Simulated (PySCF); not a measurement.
## Does the structure fit the spectrum?

A compound C₄H₄F₂ gives the data below (simulated from a calculation) and was assigned the structure `FCC1(F)C=C1`.

13C{1H} NMR (computed): δ 137.3 (C), 125.7 (CH2, t, J = 3.3 Hz), 71.5 (CH, m, 2C).

1H NMR (600 MHz, computed): δ 6.61 (tt, J = 3.6, 1.8 Hz, 2H), 4.81 (m, 2H).

One computed conformer, relativity neglected, isolated molecule, rapidly exchanging positions averaged. Couplings computed with B3LYP/pcJ-1 (spin–dipole term only in couplings to heteroatoms); PBE0/pcSseg-1 with gauge-including orbitals; geometry from GFN2-xTB; PySCF 2.14.0 with density-fitted response routines.

δ = σ(ref) − σ, references computed at the same level: 1H, 13C vs TMS.

(1) Compare with the shifts computed for the proposed structure, pairing carbons in order of shift.

(2) Which isomer fits?

Answers

(1) Numbering as in the mapped SMILES `[F:1][CH2:2][C:3]1([F:4])[CH:5]=[CH:6]1` (H(Xn): hydrogen on atom n).

| atom | computed for proposal | given list | difference |
| --- | --- | --- | --- |
| C5 | 132.3 | 137.3 | -5.0 |
| C6 | 132.3 | 125.7 | +6.6 |
| C2 | 80.3 | 71.5 | +8.8 |
| C3 | 75.2 | 71.5 | +3.7 |

The rms difference is 6.3 ppm and the largest +8.8 ppm at C2 (sp3 CH2 bonded to F). The carbon types in order of shift don't match either: CH, CH, CH2, C for the proposal against C, CH2, CH, CH in the data. The proposal doesn't fit.

(2) `C=C1[C@@H](F)[C@H]1F`.

- Carbon types of the structure: 1 × C, 2 × CH, 1 × CH2, which accounts for all hydrogens.
- δC 137.3: fully substituted alkene carbon; the olefinic region.
- δC 125.7: terminal =CH2 carbon; as expected for a trigonal carbon in a double bond.
- δC 71.5: three-membered-ring carbon; pulled downfield by the heteroatom.
- δH 6.61: hydrogen on a terminal =CH2 carbon; olefinic region.

The data come from this structure; uniqueness wasn't tested.

Common functionals overestimate the size of one-bond C–F couplings by tens of Hz; these are unscaled. Splittings below 1 Hz are ignored in the labels, and close J values are merged. Couplings among chemically equivalent protons are left out too, so labels in AA′BB′ or AA′XX′ sets are apparent multiplicities. Shifts are as computed. Against solution values, carbons near 30 ppm lie about +3 ppm off and those near 130 ppm about +5 ppm. Of 1309 compounds with measured shifts, 239 miss one by over three times the rms of a fit or turn the order of signals round; such compounds aren't used in these exercises.
